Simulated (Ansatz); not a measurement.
# AlO+ (quintet): from Hartree-Fock to the top rungs, def2-QZVPP

The task here is to estimate one member of a computed series from the others.

Method: def2-QZVPP, core rule «outside noble gas», up to 6 orbitals frozen; program: Ansatz 0.2.0, Gaussian basis.

The runs, in order: UHF; ROHF; CCSD(T) on UHF.

### The system

The geometry is a PBE0/def2-TZVP stationary point (not a proven minimum) of the parent state, kept for this charge and spin.

2 atoms, charge 1, spin multiplicity 5.

Atoms are counted from 1 here; the program's logs count them from 0.

Bond lengths: Al1–O2 1.784 Å.

Set-up of the first run:

File in.yaml:

```yaml
crystal:
  periodic: [false, false, false]
  atoms:
    - {symbol: Al, position_ang: [0.000000, 0.000000, 0.000000]}
    - {symbol: O, position_ang: [0.000000, 0.000000, 1.784100]}
basis:
  gaussian: {orbitals: "def2-QZVPP.json"}
total_charge: 1
magnetization: {spin_polarized: true, initial_magnetization: 4}
hamiltonian: {xc: hf}
output: {orbitals: {seedname: orbitals}}
```

Launch:

```sh
ansatz run in.yaml --threads 1 --pin off --events-out ev --progress --plain --max-ram 2393MiB
```

Steps of the session up to this table: UHF; ROHF; CCSD(T) on UHF.

One of the session's tables, all rows but one given; the rest of the session is left out.

| method | from UCCSD(T) (meV) |
| --- | --- |
| ROHF | +5290.2 |
| UHF | ? |
| UMP2 | +622.0 |
| UCCSD | +117.7 |
| UCCSD(T) | 0 |

Estimate the missing values for UHF.

**Answer.** from UCCSD(T) (meV): +5086.9. In the column «from UCCSD(T) (meV)» it lies between UMP2 (+622.0) and ROHF (+5290.2).
